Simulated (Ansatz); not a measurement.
C4H8, SMILES `C/C=C/C` (charge 0, multiplicity 1).

Method: LDA/cc-pVTZ // PBE0-D3(BJ)/def2-TZVP (Ansatz, a program for electronic structure).

Ansatz 0.2 input:
```yaml
crystal:
  periodic: [false, false, false]
  atoms:
    - { symbol: C, position_ang: [1.940954, 0.029734, -0.239977] }
    - { symbol: C, position_ang: [0.542965, -0.324805, 0.134327] }
    - { symbol: C, position_ang: [-0.542968, 0.324804, -0.266333] }
    - { symbol: C, position_ang: [-1.940954, -0.029735, 0.107972] }
    - { symbol: H, position_ang: [2.43544, -0.798863, -0.75722] }
    - { symbol: H, position_ang: [2.545151, 0.250036, 0.64605] }
    - { symbol: H, position_ang: [1.967815, 0.903049, -0.894851] }
    - { symbol: H, position_ang: [0.419779, -1.187443, 0.788751] }
    - { symbol: H, position_ang: [-0.41978, 1.187442, -0.920757] }
    - { symbol: H, position_ang: [-1.967816, -0.903051, 0.762846] }
    - { symbol: H, position_ang: [-2.545149, -0.250034, -0.778056] }
    - { symbol: H, position_ang: [-2.435438, 0.798862, 0.625215] }
basis:
  gaussian: { orbitals: cc-pVTZ }
hamiltonian:
  xc: lda
```

Output:

```
Functional definition: SPW92
1136 factors; their error is unknown
mean field evaluation 1: about -4222.5206 eV, gradient 8.2e1 eV
mean field evaluation 2: about -4200.2384 eV, gradient 1.2e2 eV
mean field evaluation 4: about -4238.6594 eV, gradient 7.8e0 eV
mean field evaluation 8: about -4238.7910 eV, gradient 1.7e-2 eV
mean field evaluation 16: about -4238.7673 eV, gradient 6.3e-5 eV
mean field -4238.76728681 eV, -155.7718246506 hartree, gradient 1.9e-5 eV, S^2 0.000000; 0 other end points of the search recorded, 0 dependent functions left out
reference -4238.76732514 eV, -155.7718260593 hartree; 16, 16 occupied and 216, 216 virtual orbitals, 1136 factors
Total energy: -4238.76732514 eV, -155.7718260593 hartree
```
